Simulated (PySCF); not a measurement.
hydrogen fluoride (FH), SMILES F. The structure is a stationary point at B3LYP-D3(BJ)/def2-TZVPD.

TDA-CAM-B3LYP/def2-TZVPD run with PySCF puts the lowest singlet excitations at 9.90, 9.90, 12.89, 12.91, 12.91, 12.99 eV and the lowest triplet (TDA) at 9.38 eV.

**Question.** What are the lowest singlet roots from PySCF with EOM-CCSD/aug-cc-pVDZ? (Estimate from the structure and the level; the computed values follow.)

**Answer.** 10.22, 10.22, 14.00, 14.00, 14.38, 15.00 eV; triplets 9.81, 9.81, 13.26 eV. S1 differs by 0.32 eV (second minus first; roots are paired by order, and the bases may differ).
